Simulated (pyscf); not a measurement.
CH₄ (SMILES C) + :HSi–Cl (SMILES [SiH]Cl) [singlet] -> H₃C–Si:–Cl (SMILES C[Si]Cl) [singlet] + H₂ (SMILES [H][H]), a four-centre exchange (singlet surface; C–H, H–Si broken, C–Si, H–H formed). PySCF, gas phase, ωB97X-D3(BJ)/def2-SVP geometries. Energies in kJ/mol from the separated reactants.

AM1 to PM7: differences of heats of formation from MOPAC, which are fitted to 298 K values and so differ in kind from electronic energies by zero-point and thermal terms. 

### Question
Quick PM7 single points give ΔE‡ = 105.2 kJ/mol and ΔE = -144.2 kJ/mol. What does ωB97M-D3(BJ)/def2-TZVP give, and how far is the quick result from it?

### Answer
ωB97M-D3(BJ)/def2-TZVP gives ΔE‡ = 111.1 kJ/mol and ΔE = +14.9 kJ/mol. PM7 lies 5.9 kJ/mol under it in the barrier and 159.1 kJ/mol under it in the reaction energy, so on this step it does not hold to within 12.6 kJ/mol. ωB97M-D3(BJ)/def2-TZVP has limits of its own. At the saddle there is also a short H–Si contact that neither side keeps. This is the saddle that the search found; another between the same sides may lie lower.
